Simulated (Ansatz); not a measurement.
# Molecular dynamics of BClH$_{3}$

The input (input.yaml):

```yaml
crystal:
  periodic: [false, false, false]
  atoms:
    - { symbol: H, position_ang: [-0.3152, -1.0335, 0.5988] }
    - { symbol: B, position_ang: [0.0318, 0.3406, 0.0829] }
    - { symbol: Cl, position_ang: [0.1525, -1.0475, -1.1044] }
    - { symbol: H, position_ang: [1.0594, 0.7456, 0.4616] }
    - { symbol: H, position_ang: [-0.9285, 0.9947, -0.0389] }
magnetization:
  spin_polarized: true
  initial_magnetization: 1
basis:
  gaussian: { orbitals: def2-SVP }
hamiltonian:
  xc: b3lyp
  dispersion: d4
md:
  timestep: 0.5
  n_steps: 150
  ensemble: nve
  temperature: 300.0
  initial_velocities: maxwell_boltzmann
  seed: 437473
```

Command:

```bash
$ ansatz run input.yaml --threads 1 --pin off --max-ram 2048MiB --backend cpu --events-out ev --progress --plain --runs-dir out
```

It starts from a rough guess of a transition structure, not a stationary point.

Output, in part (step lines, the closing report, with atoms numbered from 0):

```
md step     0: t =     0.00 fs  T =   300.0 K  F+E_penalty+E_count = -13241.77730314 eV  E_kin = 0.116334 eV  conserved = -13241.66096914 eV  (25 SCF iters)
[... lines left out ...]
Total energy: -13242.41614720 eV, -486.6498173775 hartree
Atom 0 at    -0.682523    -0.078969     1.102306 Å, force    -0.170431    -0.177727     0.282942 eV/Å
Atom 1 at     0.034003     0.262572     0.121649 Å, force     0.119206    -0.968227    -0.869533 eV/Å
Atom 2 at     0.168778    -1.050409    -1.135314 Å, force    -0.308301     0.695349     0.634679 eV/Å
Atom 3 at     1.000239     0.888822     0.340301 Å, force     0.437312     0.467670     0.175726 eV/Å
Atom 4 at    -1.098118     0.836040     0.250549 Å, force    -0.077786    -0.017065    -0.223814 eV/Å
Dipole moment:    -0.209598     0.111123     0.197352 e Å
```

The steps, from the saved trajectory:

```
time (fs)  T (K)  potential energy less start (eV)  conserved less start (meV/atom)
      0.0    300                             0.000                             0.00
      2.5    396                            -0.038                            -0.06
      5.0    666                            -0.142                            -0.03
      7.5   1121                            -0.319                            -0.12
     10.0   1409                            -0.431                            -0.11
     12.5   1539                            -0.481                            -0.03
     15.0   1718                            -0.551                            -0.17
     17.5   1529                            -0.477                            -0.11
     20.0   1193                            -0.347                            -0.07
     22.5    913                            -0.238                            -0.09
     25.0    665                            -0.142                            -0.08
     27.5    516                            -0.084                            -0.03
     30.0    605                            -0.119                            -0.13
     32.5    750                            -0.174                            -0.01
     35.0   1182                            -0.343                            -0.21
     37.5   1316                            -0.395                            -0.14
     40.0   1284                            -0.382                            -0.09
     42.5   1358                            -0.411                            -0.16
     45.0   1226                            -0.360                            -0.20
     47.5    899                            -0.232                            -0.01
     50.0    971                            -0.261                            -0.13
     52.5   1031                            -0.284                            -0.14
     55.0   1013                            -0.277                            -0.06
     57.5   1098                            -0.311                            -0.28
     60.0    718                            -0.162                             0.00
     62.5    671                            -0.145                            -0.21
     65.0    615                            -0.122                            -0.05
     67.5    806                            -0.196                            -0.05
     70.0   1245                            -0.367                            -0.18
     72.5   1503                            -0.467                             0.00
     75.0   1943                            -0.639                            -0.34
```

All steps were run. The conserved energy stayed within 0.34 meV per atom of its start (net change -0.34 meV per atom), so the integration is sound. The system heated up, since it started high on the potential surface and ran downhill. A run of 0.075 ps of so small a system gives no equilibrium averages.

The step under study would form H1–Cl3 and break H1–B2. These pairs go: H1–Cl3 1.77 → 2.58 Å, H1–B2 1.51 → 1.26 Å. In the last frame they stand as before the step (other bonds may differ from the relaxed reactants and products). These pairs come and go: their bonding changes 5 times, last at 66 of 75 fs, so the outcome isn't settled. It ends as one piece, BClH3. Pairs count as bonded within 1.25 times the sum of covalent radii (0.12 Å more for H–H).

Last frame:

```xyz
5
Properties=species:S:1:pos:R:3
H -0.682 -0.079 1.102
B 0.034 0.263 0.122
Cl 0.169 -1.050 -1.135
H 1.000 0.889 0.340
H -1.098 0.836 0.251
```

Time of the run: 3.7 min on 1 thread of Arm Neoverse V1 (shared host), peak memory 0.1 GiB.
